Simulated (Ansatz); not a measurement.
Results of PBE in Ansatz (PAW) for anatase TiO2 (metastable phase).

Run with plane-wave cutoff 520 eV, 12×12×12 k mesh, Fermi–Dirac smearing 0.01 eV, no spin polarisation, scalar-relativistic PAW data made under PBE.

Response to compression and expansion:

Shape and atoms are relaxed at each volume.

| V (Å³/atom) | P (GPa) | direct gap at Γ (eV) | smallest gap on the k mesh (eV) | c (Å) |
|---|---|---|---|---|
| 11.199 | 7.44 | 2.613 | 2.087 | 9.424 |
| 11.432 | 3.61 | 2.582 | 2.112 | 9.568 |
| 11.665 | 0.00 | 2.545 | 2.125 | 9.697 |
| 11.899 | -3.32 | 2.505 | 2.133 | 9.822 |
| 12.132 | -6.41 | 2.461 | 2.130 | 9.933 |

The fundamental gap (2.12 eV at the equilibrium volume, with added k points) lies elsewhere than Γ–Γ.

Note: the bulk modulus comes from volumes at which shape and atoms were relaxed.

Ansatz is a program for electronic structure.
